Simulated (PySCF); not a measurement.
# Working out the ionisation energy of S

S [Ne] 3s2 3p4 (3P) → S⁺ [Ne] 3s2 3p3 (4S). All numbers are calculated (PySCF 2.14, no relativity, point nucleus, in def2-TZVP (5s5p2d1f, 37 functions)). Frozen: [Ne]. Energies in hartree (1 hartree = 27.21139 eV):

```json
{"part": "UHF", "S (lower)": "-397.501955", "S⁺ (upper)": "-397.162684"}
{"part": "CCSD correlation", "S (lower)": "-0.138113", "S⁺ (upper)": "-0.107753"}
{"part": "(T)", "S (lower)": "-0.004659", "S⁺ (upper)": "-0.003492"}
```

Problem. What does Hartree-Fock give?

Solution. (-397.162684) − (-397.501955) = 0.339271 hartree = 9.232 eV.

Problem. What do CCSD and CCSD(T) give?

Solution. The CCSD correlation energies differ by 0.030360 hartree = 0.826 eV and the triples by 0.001167 hartree = 0.032 eV, so CCSD gives 10.058 eV and CCSD(T) 10.090 eV.

Measured between the centres of the two terms (NIST): 10.336 eV, so CCSD(T) (valence) is off by -0.246 eV.

What remains against the reference includes basis incompleteness, the frozen core and higher excitations.
